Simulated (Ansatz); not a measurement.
# C2H6O (dimethyl ether): levels of theory compared

Wanted: a comparison of 6 runs (HF/STO-3G, B2PLYP/cc-pVDZ, B3LYP/cc-pVDZ, CAM-B3LYP/cc-pVDZ, PBE0/cc-pVDZ, MP2/cc-pVDZ) of C2H6O (dimethyl ether). 

Program for the calculation: Ansatz 0.2.0.

47 further runs of the same task are left out: 47 set aside as unsound or not needed.

## Step 1: The structure to begin with

C2H6O: 9 atoms, total charge 0, spin state singlet. SMILES: `COC`. The C1–H6 distance was set to 1.980 Å, away from the relaxed value. At this shape a bond of the SMILES string is far longer than usual.

Bond lengths: C1–O2 1.399 Å, O2–C3 1.399 Å, C1–H4 1.100 Å, C1–H5 1.090 Å, C3–H7 1.100 Å, C3–H8 1.090 Å, C3–H9 1.100 Å. Angles: C1–O2–C3 112.1°, O2–C1–H4 111.6°, O2–C1–H5 107.7°, O2–C3–H7 111.6°, O2–C3–H8 107.7°, O2–C3–H9 111.6°, H4–C1–H5 108.9°, H7–C3–H8 108.9°, H7–C3–H9 108.2°, H8–C3–H9 108.9°.

## Step 2: A single-point energy at HF/STO-3G (run 1)

Input file job.yaml:

```yaml
crystal:
  periodic: [false, false, false]
  atoms:
    - symbol: C
      position_ang: [-0.493400, 0.309118, -1.316157]
    - symbol: O
      position_ang: [0.483170, -0.691382, -1.266807]
    - symbol: C
      position_ang: [0.398840, -1.451162, -0.095167]
    - symbol: H
      position_ang: [-1.507860, -0.114552, -1.289017]
    - symbol: H
      position_ang: [-0.363340, 0.853568, -2.251817]
    - symbol: H
      position_ang: [-0.312930, 1.577090, 0.193180]
    - symbol: H
      position_ang: [-0.573700, -1.957552, -0.010917]
    - symbol: H
      position_ang: [1.186710, -2.204022, -0.130737]
    - symbol: H
      position_ang: [0.540830, -0.829532, 0.800813]
basis:
  gaussian:
    orbitals: STO-3G
hamiltonian:
  xc: hf
accuracy: high
output:
  orbitals: {seedname: orbitals}
```

On the command line:

```bash
$ ansatz run job.yaml --threads 1 --pin off --max-ram 3480MiB --events-out events.jsonl --progress --plain --runs-dir runs
```

The program printed:

```text
Warning: RAYON_NUM_THREADS=1 ignored (pool sized by the plan → 1); use --threads N
Functional definition: HF
  name "HF"
  exchange = exact_x
  correlation = 0
397 factors; integrals over basis functions are off by at most 4.6e-9 eV
mean field evaluation 1: about -4131.6215 eV, gradient 2.2e1 eV
mean field evaluation 2: about -4131.8006 eV, gradient 2.2e1 eV
mean field evaluation 4: about -4133.9582 eV, gradient 1.8e0 eV
mean field evaluation 8: about -4133.9752 eV, gradient 5.0e-2 eV
mean field -4133.97520267 eV, -151.9207865889 hartree, gradient 9.3e-9 eV, S^2 0.000000; 0 other end points of the search recorded, 0 dependent functions left out
reference -4133.97520267 eV, -151.9207865889 hartree; 13, 13 occupied and 8, 8 virtual orbitals, 397 factors
Total energy: -4133.97520267 eV, -151.9207865889 hartree
```

Wall time 0.14 s (1 thread of Arm Neoverse V1, shared host).

## Step 3: The energy at B2PLYP/cc-pVDZ (run 2)

Input file molecule.yaml:

```yaml
crystal:
  periodic: [false, false, false]
  atoms:
    - symbol: C
      position_ang: [-0.493400, 0.309118, -1.316157]
    - symbol: O
      position_ang: [0.483170, -0.691382, -1.266807]
    - symbol: C
      position_ang: [0.398840, -1.451162, -0.095167]
    - symbol: H
      position_ang: [-1.507860, -0.114552, -1.289017]
    - symbol: H
      position_ang: [-0.363340, 0.853568, -2.251817]
    - symbol: H
      position_ang: [-0.312930, 1.577090, 0.193180]
    - symbol: H
      position_ang: [-0.573700, -1.957552, -0.010917]
    - symbol: H
      position_ang: [1.186710, -2.204022, -0.130737]
    - symbol: H
      position_ang: [0.540830, -0.829532, 0.800813]
basis:
  gaussian: {orbitals: cc-pVDZ}
output: {orbitals: {seedname: orbitals}}
correlation: {frozen_orbitals: {C: 1, H: 0, O: 1}}
accuracy: high
hamiltonian: {xc: {name: B2PLYP}}
```

On the command line:

```bash
$ ansatz run molecule.yaml --threads 1 --pin off --max-ram 3480MiB --events-out events.jsonl --progress --plain --runs-dir runs
```

The program printed:

```text
Warning: RAYON_NUM_THREADS=1 ignored (pool sized by the plan → 1); use --threads N
Functional definition: B2PLYP
  name "B2PLYP"
  parameter a = 0.53
  parameter c = 0.27
  exchange = (1 - a)*b88_x + a*exact_x
  correlation = (1 - c)*lyp_c + c*(mp2_os + mp2_ss)
1734 factors; integrals over basis functions are off by at most 3.2e-9 eV
mean field evaluation 1: about -4204.1996 eV, gradient 2.9e1 eV
mean field evaluation 2: about -4204.1961 eV, gradient 2.9e1 eV
mean field evaluation 4: about -4206.3374 eV, gradient 4.5e0 eV
mean field evaluation 8: about -4206.3756 eV, gradient 4.1e-1 eV
mean field evaluation 16: about -4206.3760 eV, gradient 4.4e-5 eV
mean field -4206.37602710 eV, -154.5814678119 hartree, gradient 2.2e-8 eV, S^2 0.000000; 0 other end points of the search recorded, 0 dependent functions left out; unrestricted orbitals would lower it
3 core orbitals not correlated: weight in the atoms' cores, before any rotation towards them, 1.000 or more for the frozen orbitals, at most 0.000 for the correlated occupied ones
reference -4206.37605087 eV, -154.5814686853 hartree; 10, 10 occupied and 59, 59 virtual orbitals, 1734 factors
second order -16.70888811 eV of doubles, -0.00000000 eV of singles
Total energy: -4210.88745066 eV, -154.7472595696 hartree
```

Run time: 6.3 s. Hardware: 1 thread of Arm Neoverse V1, shared host; peak memory 0.2 GiB.

Runs 3 to 5 aren't shown in full; the table further down has their settings and results.

## Step 4: The energy at MP2/cc-pVDZ (run 6)

Input file run.yaml:

```yaml
crystal:
  periodic: [false, false, false]
  atoms:
    - symbol: C
      position_ang: [-0.493400, 0.309118, -1.316157]
    - symbol: O
      position_ang: [0.483170, -0.691382, -1.266807]
    - symbol: C
      position_ang: [0.398840, -1.451162, -0.095167]
    - symbol: H
      position_ang: [-1.507860, -0.114552, -1.289017]
    - symbol: H
      position_ang: [-0.363340, 0.853568, -2.251817]
    - symbol: H
      position_ang: [-0.312930, 1.577090, 0.193180]
    - symbol: H
      position_ang: [-0.573700, -1.957552, -0.010917]
    - symbol: H
      position_ang: [1.186710, -2.204022, -0.130737]
    - symbol: H
      position_ang: [0.540830, -0.829532, 0.800813]
basis:
  gaussian:
    orbitals: cc-pVDZ
correlation:
  method: mp2
  frozen_orbitals: {C: 1, H: 0, O: 1}
accuracy: high
```

On the command line:

```bash
$ ansatz run run.yaml --threads 1 --pin off --max-ram 3480MiB --events-out events.jsonl --progress --plain --runs-dir runs
```

The program printed:

```text
Warning: RAYON_NUM_THREADS=1 ignored (pool sized by the plan → 1); use --threads N
[... 4 set-up lines as earlier in the session ...]
1734 factors; integrals over basis functions are off by at most 3.2e-9 eV
mean field evaluation 1: about -4187.4421 eV, gradient 2.2e1 eV
mean field evaluation 2: about -4187.4429 eV, gradient 2.2e1 eV
mean field evaluation 4: about -4188.8966 eV, gradient 4.0e0 eV
mean field evaluation 8: about -4188.9398 eV, gradient 4.2e-4 eV
mean field -4188.93975582 eV, -153.9406966611 hartree, gradient 1.7e-8 eV, S^2 0.000000; 0 other end points of the search recorded, 0 dependent functions left out; unrestricted orbitals would lower it
mean field evaluation 16: about -4189.3885 eV, gradient 1.6e0 eV
3 core orbitals not correlated: weight in the atoms' cores, before any rotation towards them, 1.000 or more for the frozen orbitals, at most 0.000 for the correlated occupied ones
reference -4188.93975582 eV, -153.9406966611 hartree; 10, 10 occupied and 59, 59 virtual orbitals, 1734 factors
second order -13.45427499 eV of doubles, -0.00000000 eV of singles
Total energy: -4202.39403081 eV, -154.4351321474 hartree
```

It took 1.6 s on 1 thread of Arm Neoverse V1, shared host; peak memory 0.16 GiB.

## Step 5: The series

```csv
run,level,frozen core orbitals,energy (Eh),HOMO energy (eV),LUMO energy (eV),HOMO–LUMO gap (eV),wall time
1,HF/STO-3G,–,-151.920787,-7.20,5.83,13.03,0.14 s
2,B2PLYP/cc-pVDZ,3,-154.747260,-8.03,0.05,8.08,6.3 s
3,B3LYP/cc-pVDZ,–,-154.919440,-6.80,-1.50,5.30,4.2 s
4,CAM-B3LYP/cc-pVDZ,–,-154.833251,-8.28,-0.12,8.16,5.1 s
5,PBE0/cc-pVDZ,–,-154.731650,-7.00,-1.25,5.76,4.2 s
6,MP2/cc-pVDZ,3,-154.435132,–,–,–,1.6 s
```

## Step 6: Summary of results

```
                                          quantity          value
                               run 6: total energy  -154.43513 Eh
run 6: correlation energy (3 core orbitals frozen)     -494.4 mEh
```

What this shows: Over runs 1, 2, 3, 4, 5 the HOMO–LUMO gap runs from 5.30 eV (B3LYP/cc-pVDZ) to 13.03 eV (HF/STO-3G). The two ends differ in method and basis. Totals of different functionals can't be ranked against each other. In runs 2, 6 the log says that unrestricted orbitals would lower the reference, so the values rest on an unstable closed-shell determinant (other closed-shell runs at this shape may share the fault). In run 1 the basis is minimal, so the values are rough. In runs 1, 2, 3, 4, 5, 6 a closed-shell determinant meets a far-stretched bond, which it describes badly. All runs together took 22 s, the longest 6.3 s.
